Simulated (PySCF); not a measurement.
Gas-phase reaction: H3SiNH2 ⇌ SiN + 5 H

Energies from PySCF, thermal terms from the rigid-rotor harmonic-oscillator model, ideal gas at 1 bar. † marks an energy on the PBE0/def2-TZVP geometry and frequencies. Open shells (unrestricted): SiN (multiplicity 2), H (multiplicity 2); the rest are closed-shell singlets. H3SiNH2: computed as isolated molecules; such fragments, hydroxides, amides, oligomers or adducts are transient or little studied in the gas.

| level | ΔH°(298 K), kJ |
|---|---|
| BLYP/def2-TZVP† | 1544 |
| PBE/def2-TZVP† | [?] |
| PBE0/def2-QZVP† | [?] |
| r2SCAN/def2-TZVP† | 1600 |
| ωB97M-V/def2-TZVP† | [?] |
| ωB97X-V/def2-TZVP† | 1640 |

Problem. Complete the blanks.

Solution. 
- PBE/def2-TZVP†, ΔH°(298 K), kJ: 1547
- PBE0/def2-QZVP†, ΔH°(298 K), kJ: 1599
- ωB97M-V/def2-TZVP†, ΔH°(298 K), kJ: 1623
